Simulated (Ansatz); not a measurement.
Relaxation of BH8NSi (11 atoms, charge 0, multiplicity 1), to a largest force component of 0.03 eV/Å in at most 50 steps.

Level of theory: RKS r2SCANh/6-31G* (Ansatz 0.2.0).

```xyz
11
Properties=species:S:1:pos:R:3:forces:R:3
B 0.129 -0.235 0.306 -0.11 -1.16 2.35
N 0.060 -0.793 1.658 0.19 0.36 -2.34
H -0.807 -1.052 2.101 0.01 0.00 -0.01
H 0.879 -0.959 2.222 -0.01 0.00 -0.01
H 1.203 0.032 -0.144 0.02 -0.01 0.00
H -0.892 -0.085 -0.299 0.01 -0.01 -0.01
Si -0.404 2.805 0.966 -0.09 0.52 -0.11
H -1.814 2.924 0.514 -0.01 0.01 0.00
H -0.129 3.869 1.970 0.00 0.01 0.00
H 0.498 2.996 -0.198 -0.01 0.00 0.00
H -0.183 1.473 1.551 0.00 0.27 0.13
```

Where does it end, and by what steps?

It converged. The force dipped under the threshold on the way, but the program's further checks kept it going. After 15 steps the energy has fallen by 0.354 eV; H11 moved furthest, 0.95 Å.

```
step  energy less start (eV)  largest force component (eV/Å)  accepted
   0                  0.0000                           2.348       yes
   1                 -0.2082                           0.993       yes
   2                 -0.2857                           0.769       yes
   3                 -0.3225                           0.565       yes
   4                 -0.3422                           0.078       yes
   5                 -0.3440                           0.079       yes
   6                 -0.3464                           0.045       yes
   7                 -0.3478                           0.024       yes
   8                 -0.3450                           0.255        no
   9                 -0.3500                           0.067       yes
  10                 -0.3509                           0.105       yes
  11                 -0.3517                           0.089       yes
  12                 -0.3529                           0.026       yes
  13                 -0.3533                           0.033       yes
  14                 -0.3534                           0.031       yes
  15                 -0.3535                           0.020       yes
```

```xyz
11
Properties=species:S:1:pos:R:3
B 0.234 -0.440 0.397
N 0.064 -1.249 1.514
H -0.835 -1.429 1.935
H 0.828 -1.705 1.988
H 1.339 -0.271 -0.037
H -0.733 0.067 -0.101
Si -0.471 3.197 0.987
H -1.886 2.930 0.625
H -0.348 4.595 1.476
H 0.397 3.013 -0.202
H -0.048 2.266 2.064
```

The run took 48 s on 1 thread of Arm Neoverse V2 (shared host), peak memory 0.15 GiB.
